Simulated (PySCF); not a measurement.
Gas-phase reaction: 2 H₂BNH₂ ⇌ 2 BH₃ + H₂ + 2 N

Computed with PySCF (xtb for GFN2) and rigid-rotor harmonic-oscillator thermochemistry at 1 bar. † marks an energy on the PBE0/def2-TZVP geometry and frequencies; other levels use their own. 6-31G* has spherical d functions here. Open shells (unrestricted): N (multiplicity 4); the rest are closed-shell singlets. GFN2 has no spin-polarisation term. B3LYP is the form with VWN-RPA correlation. H₂BNH₂: computed as isolated molecules; such fragments, hydroxides, amides, oligomers or adducts are transient or little studied in the gas.

PBE0/def2-QZVP† gives ΔH°(298 K) = 1354 kJ.

Problem. What do GFN2-xTB, BLYP/def2-TZVP†, B3LYP/6-31G* give?

Solution. GFN2-xTB: 1912 kJ; BLYP/def2-TZVP†: 1339 kJ; B3LYP/6-31G*: 1270 kJ. For scale, ΔH°(298 K) is 1354 kJ at this level, 1332 kJ at ωB97M-V/def2-TZVP†, and runs from 714 to 1912 kJ over the 20 levels computed.
